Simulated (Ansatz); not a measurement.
# BH₄S+ (SMILES B[SH2+]): functionals against CCSD(T) at one geometry

Aim: energy, forces and dipole at a frame of a short trajectory, from CCSD(T) and from density functionals.

Method: single points in def2-TZVPP; program: Ansatz 0.2.0, Gaussian basis.

Cores are frozen in the correlated methods.

**1. The starting structure**

SMILES `B[SH2+]`, 6 atoms, charge 1, spin multiplicity 1.

Atoms are counted from 1 here; the program's logs count them from 0.

Bond lengths: B1–S2 1.883 Å, B1–H3 1.251 Å, B1–H4 1.239 Å, S2–H5 1.387 Å, S2–H6 1.382 Å. Angles: S2–B1–H3 113.7°, S2–B1–H4 117.1°, H3–B1–H4 129.1°, B1–S2–H5 96.4°, B1–S2–H6 97.0°, H5–S2–H6 99.8°.

Geometry (Å):

```
B     0.1059   -0.8631    0.0604
S     0.5590    0.9632   -0.0167
H    -1.1162   -1.0844   -0.0885
H     1.0211   -1.6618    0.3043
H    -0.1928    1.2623   -1.1426
H    -0.3097    1.3946    0.9678
```

**2. PBE-D4/def2-TZVPP**

run/in.yaml

```yaml
crystal:
  periodic: [false, false, false]
  atoms:
    - {symbol: B, position_ang: [0.105916, -0.863111, 0.060420]}
    - {symbol: S, position_ang: [0.558988, 0.963151, -0.016707]}
    - {symbol: H, position_ang: [-1.116165, -1.084449, -0.088495]}
    - {symbol: H, position_ang: [1.021144, -1.661767, 0.304317]}
    - {symbol: H, position_ang: [-0.192781, 1.262314, -1.142649]}
    - {symbol: H, position_ang: [-0.309683, 1.394640, 0.967808]}
basis:
  gaussian: {orbitals: def2-TZVPP}
total_charge: 1
hamiltonian: {xc: pbe, dispersion: d4}
output: {forces: true}
```

Launch:

```console
ansatz run in.yaml --threads 2 --pin off --events-out ev --progress --plain --max-ram 3481MiB
```

**3. r2SCAN-D4/def2-TZVPP**

Edit run/in.yaml of step 2 so:

```diff
@@ -12,3 +12,3 @@
 total_charge: 1
-hamiltonian: {xc: pbe, dispersion: d4}
+hamiltonian: {xc: r2scan, dispersion: d4}
 output: {forces: true}
```

**4. PBE0-D4/def2-TZVPP**

Edit run/in.yaml of step 3 so:

```diff
@@ -12,3 +12,3 @@
 total_charge: 1
-hamiltonian: {xc: r2scan, dispersion: d4}
-output: {forces: true}
+hamiltonian: {xc: pbe0, dispersion: d4}
+output: {forces: true, orbitals: {seedname: orbitals}}
```

**5. wB97M-V/def2-TZVPP**

Edit run/in.yaml of step 4 so:

```diff
@@ -12,3 +12,3 @@
 total_charge: 1
-hamiltonian: {xc: pbe0, dispersion: d4}
-output: {forces: true, orbitals: {seedname: orbitals}}
+hamiltonian: {xc: {name: wB97M-V}}
+output: {forces: true}
```

**6. CCSD(T)/def2-TZVPP**

Edit run/in.yaml of step 5 so:

```diff
@@ -12,3 +12,3 @@
 total_charge: 1
-hamiltonian: {xc: {name: wB97M-V}}
+correlation: {method: ccsd_t}
 output: {forces: true}
```

(Steps that only read results are left out.)

Before running it: what results should come out? Wanted: energy less free atoms, CCSD(T)/def2-TZVPP; RMS force component; RMS force error; HOMO and LUMO, PBE0-D4; T1 diagnostic.

The runs gave:

| quantity | value |
| --- | --- |
| energy less free atoms, CCSD(T)/def2-TZVPP | -9.258 eV |
| RMS force component | 0.753 to 0.879 eV/Å over the methods |
| RMS force error | PBE-D4 0.217, r2SCAN-D4 0.090, PBE0-D4 0.091, wB97M-V 0.047 eV/Å |
| HOMO and LUMO, PBE0-D4 | -15.55 and -8.81 eV |
| T1 diagnostic | 0.010 |

What this shows: Against CCSD(T) the functionals' energies less atoms differ by -0.559 to -0.363 eV, PBE-D4 by -0.513 eV. A larger basis would deepen the CCSD(T) value, while the functionals are nearly converged already, so the order here is not reliable. On forces the order runs from wB97M-V to PBE-D4. Frozen-core CCSD(T) forces in triple zeta carry basis errors of their own, and this is one geometry, so small gaps rank nothing.
